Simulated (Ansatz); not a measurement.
Molecule (SMILES): Cl[CH2] (CH2-Cl), doublet.
Atoms: C1, Cl2, H3, H4. Bonds: C1-Cl2, C1-H3, C1-H4.

Basis-set convergence of the optimised C1-H3 bond length at MP2 with Ansatz (a quantum-chemistry and plane-wave program). The reference of a correlated method is not its basis-set limit, which lies further on. Cartesian d functions, on some or all atoms, in 6-31G*, 6-311G**, 6-311+G**; all else is spherical. Cores are frozen. Core-valence sets carry the plain set on hydrogen. Open shells are unrestricted. No added dispersion term, no relativity. Reference: the value in def2-QZVPP, 1.0719 Å, itself unsure by roughly 0.0001 Å (its distance from cc-pV(Q+d)Z). Deviations are taken from unrounded values.

```json
[
 {"basis": "6-31G*", "functions": "38", "optimised C1-H3 bond length (Å)": "1.0773", "minus reference (Å)": "0.0054"},
 {"basis": "def2-SVP", "functions": "42", "optimised C1-H3 bond length (Å)": "1.0863", "minus reference (Å)": "0.0144"},
 {"basis": "cc-pV(D+d)Z", "functions": "47", "optimised C1-H3 bond length (Å)": "1.0884", "minus reference (Å)": "0.0165"},
 {"basis": "6-311G**", "functions": "57", "optimised C1-H3 bond length (Å)": "1.0768", "minus reference (Å)": "0.0049"},
 {"basis": "6-311+G**", "functions": "65", "optimised C1-H3 bond length (Å)": "1.0771", "minus reference (Å)": "0.0052"},
 {"basis": "aug-cc-pV(D+d)Z", "functions": "73", "optimised C1-H3 bond length (Å)": "1.0859", "minus reference (Å)": "0.0140"},
 {"basis": "def2-TZVP", "functions": "80", "optimised C1-H3 bond length (Å)": "1.0753", "minus reference (Å)": "0.0034"},
 {"basis": "pcseg-2", "functions": "92", "optimised C1-H3 bond length (Å)": "1.0711", "minus reference (Å)": "-0.0007"},
 {"basis": "cc-pV(T+d)Z", "functions": "97", "optimised C1-H3 bond length (Å)": "1.0728", "minus reference (Å)": "0.0009"},
 {"basis": "def2-TZVPP", "functions": "101", "optimised C1-H3 bond length (Å)": "1.0724", "minus reference (Å)": "0.0005"},
 {"basis": "jun-cc-pV(T+d)Z", "functions": "115", "optimised C1-H3 bond length (Å)": "1.0730", "minus reference (Å)": "0.0011"},
 {"basis": "6-311++G(3df,3pd)", "functions": "122", "optimised C1-H3 bond length (Å)": "1.0729", "minus reference (Å)": "0.0010"},
 {"basis": "def2-TZVPPD", "functions": "122", "optimised C1-H3 bond length (Å)": "1.0728", "minus reference (Å)": "0.0009"},
 {"basis": "cc-pCVTZ", "functions": "130", "optimised C1-H3 bond length (Å)": "1.0727", "minus reference (Å)": "0.0008"},
 {"basis": "aug-cc-pV(T+d)Z", "functions": "147", "optimised C1-H3 bond length (Å)": "1.0732", "minus reference (Å)": "0.0013"},
 {"basis": "cc-pV(Q+d)Z", "functions": "179", "optimised C1-H3 bond length (Å)": "1.0718", "minus reference (Å)": "-0.0001"},
 {"basis": "def2-QZVPP", "functions": "187", "optimised C1-H3 bond length (Å)": "1.0719", "minus reference (Å)": "0.0000"}
]
```
